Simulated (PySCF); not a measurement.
C4H8.

```xyz
12

C     -1.2698     0.0000     0.6770
C      0.0000     0.0000    -0.1211
C      1.2698     0.0000     0.6770
C      0.0000     0.0000    -1.4590
H     -1.3193     0.8834     1.3364
H     -1.3193    -0.8834     1.3364
H     -2.1609     0.0000     0.0340
H      1.3193     0.8834     1.3364
H      2.1609     0.0000     0.0340
H      1.3193    -0.8834     1.3364
H      0.9335     0.0000    -2.0289
H     -0.9335     0.0000    -2.0289
```
Charge 0, spin multiplicity 1.

Geometry: PBE0-D3(BJ)/def2-SVP.

The numbers are results of PBE0/pcSseg-1 (PySCF), not measurements. Non-relativistic, no solvent.

Problem. Give the absolute GIAO shielding of each atom: isotropic value and principal components (ppm). (Estimate from the structure and the level; the computed values follow.)

Solution. 
```tsv
atom	σ(iso)	σ11	σ22	σ33	span
C1	158.1	142.7	146.1	185.5	42.8
C2	34.1	-92.0	31.9	162.3	254.3
C3	158.1	142.7	146.1	185.5	42.8
C4	65.3	-38.0	97.4	136.7	174.7
H5	29.6	26.2	27.9	34.6	8.4
H6	29.6	26.2	27.9	34.6	8.4
H7	29.4	25.8	28.2	34.4	8.6
H8	29.6	26.2	27.9	34.6	8.4
H9	29.4	25.8	28.2	34.4	8.6
H10	29.6	26.2	27.9	34.6	8.4
H11	26.2	23.3	25.0	30.4	7.0
H12	26.2	23.3	25.0	30.4	7.0
```
